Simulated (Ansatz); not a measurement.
C4H6OS can be A, `C/C(O)=C\C=S`, or B, `CC1=CC(O)S1`.

Isolated molecules relaxed with PBE0-D4/def2-TZVP in Ansatz; ΔE leaves out vibrations. CCSD(T)/CBS adds triple-zeta CCSD(T) − MP2 to the extrapolated MP2 energy (def2 sets, frozen cores). DFT in def2-TZVPP. B3LYP here is the variant with VWN-RPA as its local correlation; programs differ in this. One conformer a species, not always the lowest.

Q: Which isomer does CCSD(T)/CBS put lower? Give the gap. (Estimate.)

A: Computed: A, by 28.8 kJ/mol.

Q: Give E(B) − E(A) in kJ/mol with MP2/def2-TZVPP, CCSD/def2-TZVPP, B2PLYP, HF/def2-TZVPP, PBE0-D4, B3LYP-D4, ωB97M-V. (Best estimate.)

A: Computed: MP2/def2-TZVPP 25.5, CCSD/def2-TZVPP 30.4, B2PLYP 45.1, HF/def2-TZVPP 46.7, PBE0-D4 28.3, B3LYP-D4 50.0, ωB97M-V 27.6. None reverses the order clearly.

Q: Does the order hold for the free energy at 298.15 K (harmonic terms from PBE0-D4)? (Estimate.)

A: The calculation gave: Yes: G(B) − G(A) = +31.8 kJ/mol, for one conformer each.

Largest T1 diagnostic: 0.017.

From r2SCAN to r2SCAN0 (25 % exact exchange), in def2-TZVPP and without D4, E(B) − E(A) moves by −9.9 kJ/mol. In def2-TZVPP, CCSD(T) changes the Hartree–Fock value by −14.1 kJ/mol (the triples alone add +2.2 kJ/mol) and MP2 by −21.2 kJ/mol.
